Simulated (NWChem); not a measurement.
# methanol (CH₄O); SMILES CO

```xyz
6

C     -0.0103    -0.6495     0.0000
O     -0.0878     0.7457     0.0000
H      0.4975    -1.0609    -0.8949
H     -1.0381    -1.0424     0.0000
H      0.4975    -1.0609     0.8949
H      0.8077     1.0959     0.0000
```
Atoms are numbered in this order, from 1.

Program: NWChem. Medium grid unless said otherwise, to which SCAN and Minnesota functionals are sensitive. The geometry was optimised at PBE0/def2-SVP.

Q: Order these by “dipole (D)”, lowest first: BLYP/def2-TZVPD; CAM-B3LYP/def2-TZVPD; Hartree-Fock/def2-TZVPD; PBE0/def2-TZVPD.

A: BLYP/def2-TZVPD (1.55), PBE0/def2-TZVPD (1.60), CAM-B3LYP/def2-TZVPD (1.66), Hartree-Fock/def2-TZVPD (1.74)
